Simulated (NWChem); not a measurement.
The numbers come from NWChem runs, not from measurements. System: BF$_{3}$, charge 0, spin multiplicity 1, at a geometry optimised with PBE/def2-SVP. The structure started from a generated list of species. Level: PBE/def2-SVPD.

Output (cleaned and shortened):

```
             Northwest Computational Chemistry Package (NWChem) 7.3.0
             --------------------------------------------------------

                                NWChem Input Module
                                -------------------

 Scaling coordinates for geometry "geometry" by  1.889725989
 (inverse scale =  0.529177249)

 Turning off AUTOSYM since
 SYMMETRY directive was detected!

                             Geometry "geometry" -> ""
                             -------------------------

 Output coordinates in angstroms (scale by  1.889725989 to convert to a.u.)

  No.       Tag          Charge          X              Y              Z
 ---- ---------------- ---------- -------------- -------------- --------------
    1 B                    5.0000     0.00000000     0.00000000     0.00000200
    2 F                    9.0000     0.00000000     0.00000000     1.32324000
    3 F                    9.0000     1.14597200     0.00000000    -0.66162000
    4 F                    9.0000    -1.14597200     0.00000000    -0.66162000

 Effective nuclear repulsion energy (a.u.)     110.0931377882

            Nuclear Dipole moment (a.u.)
            ----------------------------
        X                 Y               Z
 ---------------- ---------------- ----------------
     0.0000000000     0.0000000000     0.0000188973

      Symmetry information
      --------------------

 Group name             C2v
 Group number             16
 Group order               4
 No. of unique centers     3

      Symmetry unique atoms

     1    2    3


 Summary of "ao basis" -> "" (spherical)
 ------------------------------------------------------------------------------
       Tag                 Description            Shells   Functions and Types
 ---------------- ------------------------------  ------  ---------------------
 *                         def2-svpd                  on all atoms

  pbe96 is a nonlocal functional; adding pw91lda local functional.

                                 NWChem DFT Module
                                 -----------------

 Summary of "ao basis" -> "ao basis" (spherical)
 ------------------------------------------------------------------------------
       Tag                 Description            Shells   Functions and Types
 ---------------- ------------------------------  ------  ---------------------
 B                         def2-svpd                 8       20   4s2p2d
[...]
    55      0.037688  3 F  py                78      0.037688  4 F  py

 Vector   15  Occ=2.000000D+00  E=-4.092509D-01  Symmetry=a2
              MO Center= -4.2D-10, -1.7D-15, -6.4D-01, r^2= 1.8D+00
   Bfn.  Coefficient  Atom+Function         Bfn.  Coefficient  Atom+Function
  ----- ------------  ---------------      ----- ------------  ---------------
    49      0.479242  3 F  py                72     -0.479242  4 F  py
    52     -0.302927  3 F  py                75      0.302927  4 F  py
    55     -0.065275  3 F  py                78      0.065275  4 F  py
    11     -0.045627  1 B  d -2

 Vector   16  Occ=2.000000D+00  E=-3.745530D-01  Symmetry=b1
              MO Center= -7.4D-14, -1.4D-20, -4.2D-05, r^2= 2.2D+00
   Bfn.  Coefficient  Atom+Function         Bfn.  Coefficient  Atom+Function
  ----- ------------  ---------------      ----- ------------  ---------------
    25      0.408038  2 F  px                50     -0.353387  3 F  pz
    73      0.353387  4 F  pz                28     -0.264242  2 F  px
    53      0.228851  3 F  pz                76     -0.228851  4 F  pz
    48     -0.204027  3 F  px                71     -0.204027  4 F  px
    51      0.132126  3 F  px                74      0.132126  4 F  px

 Vector   17  Occ=0.000000D+00  E=-2.734618D-02  Symmetry=a1
              MO Center= -4.4D-16, -3.1D-20, -1.3D-05, r^2= 6.6D+00
   Bfn.  Coefficient  Atom+Function         Bfn.  Coefficient  Atom+Function
  ----- ------------  ---------------      ----- ------------  ---------------
     4      1.442896  1 B  s                  3      1.247289  1 B  s
    24     -0.631055  2 F  s                 47     -0.631095  3 F  s
    70     -0.631095  4 F  s                 33      0.159717  2 F  pz
    23     -0.152001  2 F  s                 46     -0.152003  3 F  s
    69     -0.152003  4 F  s                 22     -0.145732  2 F  s

 Vector   18  Occ=0.000000D+00  E=-2.613126D-02  Symmetry=b2
              MO Center= -1.9D-15, -9.8D-16,  4.2D-07, r^2= 1.6D+00
   Bfn.  Coefficient  Atom+Function         Bfn.  Coefficient  Atom+Function
  ----- ------------  ---------------      ----- ------------  ---------------
     6      0.704649  1 B  py                 9     -0.558991  1 B  py
    26     -0.261243  2 F  py                49     -0.261240  3 F  py
    72     -0.261240  4 F  py                29      0.215504  2 F  py
    52      0.215501  3 F  py                75      0.215501  4 F  py
    32      0.060819  2 F  py                55      0.060821  3 F  py

 Vector   19  Occ=0.000000D+00  E= 7.700422D-02  Symmetry=a1
              MO Center=  7.6D-17,  6.8D-17,  6.0D-01, r^2= 9.3D+00
   Bfn.  Coefficient  Atom+Function         Bfn.  Coefficient  Atom+Function
  ----- ------------  ---------------      ----- ------------  ---------------
    24      2.769098  2 F  s                 33     -1.553305  2 F  pz
    47     -1.384442  3 F  s                 70     -1.384442  4 F  s
    10     -1.219520  1 B  pz                56     -1.072388  3 F  pz
    79     -1.072388  4 F  pz                18     -0.685744  1 B  d  0
    20      0.395920  1 B  d  2              54      0.277601  3 F  px

 center of mass
 --------------
 x =   0.00000000 y =   0.00000000 z =   0.00000061

 moments of inertia (a.u.)
 ------------------
         178.189947178093           0.000000000000           0.000000000000
           0.000000000000         356.383795630208           0.000000000000
           0.000000000000           0.000000000000         178.193848452115

     Multipole analysis of the density
     ---------------------------------

     L   x y z        total         alpha         beta         nuclear
     -   - - -        -----         -----         ----         -------
     0   0 0 0     -0.000000    -16.000000    -16.000000     32.000000

     1   1 0 0     -0.000000     -0.000000     -0.000000      0.000000
     1   0 1 0     -0.000000     -0.000000     -0.000000      0.000000
     1   0 0 1      0.000016     -0.000001     -0.000001      0.000019

     2   2 0 0    -16.476091    -50.445406    -50.445406     84.414721
     2   1 1 0      0.000000      0.000000      0.000000      0.000000
     2   1 0 1      0.000000      0.000000      0.000000      0.000000
     2   0 2 0    -13.666965     -6.833483     -6.833483      0.000000
     2   0 1 1     -0.000000     -0.000000     -0.000000      0.000000
     2   0 0 2    -16.476004    -50.444438    -50.444438     84.412873

 Task  times  cpu:        1.5s     wall:        1.5s

 Total times  cpu:        1.6s     wall:        1.6s
```

**Question.** Write an NWChem input that would produce this output.

**Answer.** Several could match; the one computed here: 
```
start mol
memory heap 200 mb stack 900 mb global 1100 mb
geometry units angstroms nocenter noautoz
  B      0.000000     0.000000     0.000002
  F      0.000000     0.000000     1.323240
  F      1.145972     0.000000    -0.661620
  F     -1.145972     0.000000    -0.661620
  symmetry group C2v
end
basis spherical
  * library def2-svpd
end
dft
  xc xpbe96 cpbe96
  semidirect memsize 60000000 filesize 0
  iterations 100
end
task dft energy
```
